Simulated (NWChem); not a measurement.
# doublet HCl−: levels of theory compared

We compute a comparison of 6 runs (UHF/def2-TZVPPD, U-r2SCAN/def2-TZVPPD, UPBE0/def2-TZVPPD, UTPSS/def2-TZVPPD, UMP2/def2-TZVPPD, UCCSD/def2-TZVPPD) of doublet HCl−. 

The results are computed with NWChem 7.3.0.

## Step 1: The structure to begin with

HCl−: 2 atoms, total charge -1, spin state doublet. SMILES of the parent species: `Cl`. The shape is that of a PBE0-D4/def2-TZVP optimisation. That shape belongs to the parent species and isn't relaxed for this state.

Bond lengths: Cl1–H2 1.279 Å.

## Step 2: The energy at UHF/def2-TZVPPD (run 1)

File run.py:

```python
from ase import Atoms
from ase.calculators.nwchem import NWChem

atoms = Atoms(['Cl', 'H'], positions=[
    [0.546000, -0.178500, 0.280800],
    [-0.546000, 0.178500, -0.280800],
])

calc = NWChem(
    label='clh',
    theory='scf',
    memory='2200 mb',
    basis='def2-TZVPPD',
    basispar='spherical bse',
    charge=-1,
    scf={'nopen': '1', 'uhf': None, 'thresh': '1e-08', 'maxiter': '80'},
    task='energy',
)
atoms.calc = calc

e = atoms.get_potential_energy()
print(f"E = {e:.6f} eV")
```

Launch:

```sh
$ export ASE_NWCHEM_COMMAND="nwchem PREFIX.nwi > PREFIX.nwo"
$ python run.py
```

Output:

```text
E = -12518.181861 eV
```

The calculator wrote clh.nwi:

```
title "clh"

permanent_dir clh

scratch_dir clh

start clh

geometry units angstrom nocenter noautosym noautoz
  Cl 5.4600000000000004e-01 -1.7849999999999999e-01 2.8079999999999999e-01
  H  -5.4600000000000004e-01 1.7849999999999999e-01 -2.8079999999999999e-01
end

charge -1

memory 2200 mb

basis spherical bse noprint
   * library def2-TZVPPD
end

scf
  nopen 1
  uhf
  thresh 1e-08
  maxiter 80
end

task scf energy
```

clh.nwo:

```text
Northwest Computational Chemistry Package (NWChem) 7.3.0
             --------------------------------------------------------

           Job information
           ---------------

    nwchem branch   = 7.3.0
    use scalapack   = T
    input           = clh.nwi
    prefix          = clh.
    data base       = clh/clh.db
    status          = startup
    nproc           =        1

           Memory information
           ------------------

[... 5 lines left out ...]
    hardfail = no
[... 94 lines left out ...]
 1-e energy   =    -685.203392
[... 9 lines left out ...]
 Convergence threshold     :          1.000E-08
[... 16 lines left out ...]
      One electron energy =   -653.258879024483
[... 9 lines left out ...]
          Final alpha eigenvalues
[... 201 lines left out ...]
                     UHF Final Beta Molecular Orbital Analysis
[... 198 lines left out ...]
       Multipole analysis of the density wrt the origin
       ------------------------------------------------

     L   x y z        total         alpha         beta         nuclear
     -   - - -        -----         -----         ----         -------
     0   0 0 0     -1.000000    -10.000000     -9.000000     18.000000

     1   1 0 0      1.216214     -6.673421     -8.619011     16.508646
[... 8 lines of this table left out ...]
     2   0 0 2    -19.367559    -16.649897     -7.785985      5.068324

 Task  times  cpu:        9.1s     wall:        9.1s
 Total times  cpu:        9.1s     wall:        9.1s
```

Wall time 11 s (1 thread of Intel Xeon Platinum 8375C at 2.90GHz (Ice Lake), shared host); peak memory 0.1 GiB.

## Step 3: The energy at U-r2SCAN/def2-TZVPPD (run 2)

File job.nw:

```
START job
memory stack 880 mb heap 220 mb global 1100 mb
charge -1
GEOMETRY noautosym nocenter noautoz
 Cl       0.546000      -0.178500       0.280800
 H       -0.546000       0.178500      -0.280800
END
BASIS spherical bse
 * library def2-TZVPPD
END
DFT
 xc r2scan
 mult 2
 grid xfine
 convergence energy 1e-08
 iterations 100
 mulliken
END
TASK dft
```

Launch:

```sh
$ nwchem job.nw > job.out
```

Output:

```text
[...]
          Wavefunction type:  spin polarized.
          No. of atoms     :     2
          No. of electrons :    19
[...]
          Charge           :    -1
          Spin multiplicity:     2
[...]
          AO basis - number of functions:    68
[...]
              XC Information
              --------------
                      r^2SCAN Method XC Functional
               r^2SCAN metaGGA Exchange Functional  1.000
                     r^2SCAN Correlation Potential  1.000
[...]
 d= 0,ls=0.0,diis     1   -460.2391964856 -4.67D+02  2.37D-01  2.24D+00     1.6
[...]
 d= 0,ls=0.0,diis    14   -460.7386014795 -1.39D-10  7.09D-07  6.70D-13    19.8
[...]
         Total DFT energy =     -460.738601479504
      One electron energy =     -653.720955118243
           Coulomb energy =      214.666684115167
    Exchange-Corr. energy =      -28.719107935749
 Nuclear repulsion energy =        7.034777459321
[...]
      Total Density - Mulliken Population Analysis
     ---------------------------------------------
    Atom       Charge   Shell Charges
 -----------   ------   -------------------------------------------------------
    1 Cl  17    18.96   2.01  0.44  1.52  1.13  0.88  1.04  4.19  1.66  1.12  2.82  1.52  0.48  0.00  0.01  0.03  0.10  0.00
    2 H    1     0.04   0.22  0.40 -1.11  0.01  0.08  0.43  0.00
[...]
      <S2> =      0.7507 (Exact =     0.7500)
[...]
```

Run time: 20 s. Hardware: 1 thread of Intel Xeon Platinum 8375C at 2.90GHz (Ice Lake), shared host; peak memory 0.12 GiB.

Runs 3 to 4 aren't shown in full; the table further down has their settings and results.

## Step 4: A single-point energy at UMP2/def2-TZVPPD (run 5)

File a.nw:

```
start a
memory total 2200 mb
charge -1

geometry units angstroms noautosym nocenter noautoz
   Cl     0.546000    -0.178500     0.280800
   H     -0.546000     0.178500    -0.280800
end

basis spherical bse
   * library def2-TZVPPD
end

scf
   doublet
   uhf
   thresh 1e-08
   maxiter 80
   print low
end

mp2
   freeze core 5
   tight
end

task mp2 energy
```

Launch:

```sh
$ nwchem a.nw > a.out
```

Output:

```text
[...]
  functions       =    68
[...]
  wavefunction    = UHF
[...]
         Total SCF energy =   -460.034702016333
      One electron energy =   -653.258879024887
      Two electron energy =    186.189399549233
 Nuclear repulsion energy =      7.034777459321
                       Sz =      0.5000
                 Sz(Sz+1) =      0.7500
                      S^2 =      0.7508
[...]
          Total MP2 energy          -460.249084099165
[...]
```

It took 11 s on 1 thread of Intel Xeon Platinum 8375C at 2.90GHz (Ice Lake), shared host; peak memory 0.13 GiB.

## Step 5: A single-point energy at UCCSD/def2-TZVPPD (run 6)

File test.nw:

```
start test
memory total 2200 mb
charge -1

geometry units angstrom noautosym nocenter noautoz
Cl     0.546000    -0.178500     0.280800
H     -0.546000     0.178500    -0.280800
end

basis spherical bse
* library def2-TZVPPD
end

scf
nopen 1
uhf
thresh 1e-08
maxiter 80
end

tce
scf
ccsd
freeze core 5
maxiter 60
end

task tce energy
```

Launch:

```sh
$ nwchem test.nw > test.out
```

Output:

```text
[...]
  functions       =    68
[...]
  wavefunction    = UHF
[...]
         Total SCF energy =   -460.034702016333
      One electron energy =   -653.258879024887
      Two electron energy =    186.189399549233
 Nuclear repulsion energy =      7.034777459321
                       Sz =      0.5000
                 Sz(Sz+1) =      0.7500
                      S^2 =      0.7508
[...]
         Wavefunction type : Unrestricted Hartree-Fock
          No. of electrons :    19
[...]
         Spin multiplicity : doublet
[...]
 CCSD total energy / hartree       =      -460.269535815867414
[...]
```

Wall time 21 s (1 thread of Intel Xeon Platinum 8375C at 2.90GHz (Ice Lake), shared host); peak memory 0.69 GiB.

## Step 6: All runs side by side

```
run                 level  iteration cap  module  energy (Eh)  HOMO energy (eV)  LUMO energy (eV)   ⟨S²⟩  wall time
  1       UHF/def2-TZVPPD             80     scf  -460.034702              1.63              6.05  0.751       11 s
  2  U-r2SCAN/def2-TZVPPD            100     dft  -460.738601              3.38              4.54  0.751       20 s
  3     UPBE0/def2-TZVPPD            100     dft  -460.618523              2.84              4.56  0.750       16 s
  4     UTPSS/def2-TZVPPD            100     dft  -460.790309              3.38              3.44  0.750       17 s
  5      UMP2/def2-TZVPPD             80     mp2  -460.249084                 –                 –  0.751       11 s
  6     UCCSD/def2-TZVPPD             80     tce  -460.269536              1.63              6.05  0.751       21 s
```

## Step 7: Summary of results

| quantity | value |
| --- | --- |
| run 6: total energy | -460.26954 Eh |
| run 6: HOMO energy (Hartree–Fock orbitals) (highest over α and β) | 1.63 eV |
| run 6: LUMO energy (Hartree–Fock orbitals) (lowest over α and β) | 6.05 eV |
| run 6: correlation energy (5 core orbitals frozen) | -234.8 mEh |
| run 6: ⟨S²⟩ of the reference determinant | 0.751 |

In words: Below the UHF energy at the same shape and in the same basis (def2-TZVPPD): UMP2 -214.4 mEh; UCCSD -234.8 mEh. Totals of different functionals can't be ranked against each other. In runs 1, 2, 3, 4, 6 the HOMO lies above zero, so the outermost electron may be held by the basis alone. All runs together took 96 s, the longest 21 s.
